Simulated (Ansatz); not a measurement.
# CH₅BSi (SMILES B[SiH]=C): functionals against CCSD(T) at one geometry

An exercise on one series of results from a longer session: the logs are not shown, and one member is left open.

Program: Ansatz 0.2.0, Gaussian basis. Level of theory: single points in def2-TZVPP. These are calculated values, not measurements.

Cores are frozen in the correlated methods.

## Where the work starts

SMILES `B[SiH]=C`, 8 atoms, charge 0, spin multiplicity 1.

Atoms are counted from 1 here; the program's logs count them from 0.

Bond lengths: B1–Si2 1.730 Å, B1–H4 1.188 Å, B1–H5 1.368 Å, Si2–C3 1.913 Å, Si2–H6 1.327 Å, C3–H7 1.184 Å, C3–H8 1.092 Å. Angles: Si2–B1–H4 121.2°, Si2–B1–H5 124.5°, H4–B1–H5 113.1°, B1–Si2–C3 123.5°, B1–Si2–H6 131.7°, C3–Si2–H6 104.1°, Si2–C3–H7 109.6°, Si2–C3–H8 125.8°, H7–C3–H8 123.3°.

As a file:

| atom | x (Å) | y (Å) | z (Å) |
| --- | --- | --- | --- |
| B1 | -0.8095 | 1.0385 | -0.8386 |
| Si2 | 0.3376 | 0.4739 | 0.3263 |
| C3 | 0.5441 | -1.3689 | 0.7964 |
| H4 | -1.3505 | 0.2883 | -1.5840 |
| H5 | -0.9852 | 2.3521 | -1.1791 |
| H6 | 1.0899 | 1.1199 | 1.2085 |
| H7 | -0.0474 | -2.0448 | 0.0251 |
| H8 | 1.2646 | -1.7676 | 1.5141 |

Set-up of the first run:

run/in.yaml

```yaml
crystal:
  periodic: [false, false, false]
  atoms:
    - {symbol: B, position_ang: [-0.809500, 1.038500, -0.838600]}
    - {symbol: Si, position_ang: [0.337600, 0.473900, 0.326300]}
    - {symbol: C, position_ang: [0.544100, -1.368900, 0.796400]}
    - {symbol: H, position_ang: [-1.350500, 0.288300, -1.584000]}
    - {symbol: H, position_ang: [-0.985200, 2.352100, -1.179100]}
    - {symbol: H, position_ang: [1.089900, 1.119900, 1.208500]}
    - {symbol: H, position_ang: [-0.047400, -2.044800, 0.025100]}
    - {symbol: H, position_ang: [1.264600, -1.767600, 1.514100]}
basis:
  gaussian: {orbitals: def2-TZVPP}
correlation: {method: ccsd_t}
output: {forces: true}
```

No record of the launch command was kept for these runs.

Among the steps run: CCSD(T)/def2-TZVPP; PBE0-D4/def2-TZVPP; wB97M-V/def2-TZVPP; r2SCAN-D4/def2-TZVPP; PBE-D4/def2-TZVPP; wB97X-V/def2-TZVPP; HSE06-D4/def2-TZVPP.

One of the session's tables, all rows but one given; the rest of the session is left out.

```
   method  RMS force component (eV/Å)  angle to CCSD(T) forces (°)  dipole (D)
  CCSD(T)                       2.519                    reference        1.07
  PBE0-D4                       2.571                          3.4        1.03
  wB97M-V                       2.643                          4.7        0.80
r2SCAN-D4                           ?                            ?           ?
   PBE-D4                       2.423                          3.8        1.20
  wB97X-V                       2.723                          4.8        0.73
 HSE06-D4                       2.566                          3.2        1.05
```

Q: Estimate the row for r2SCAN-D4 from the others.

As computed: RMS force component (eV/Å): 2.515; angle to CCSD(T) forces (°): 2.8; dipole (D): 1.13. In the column «RMS force component (eV/Å)» it lies between PBE-D4 (2.423) and CCSD(T) (2.519).
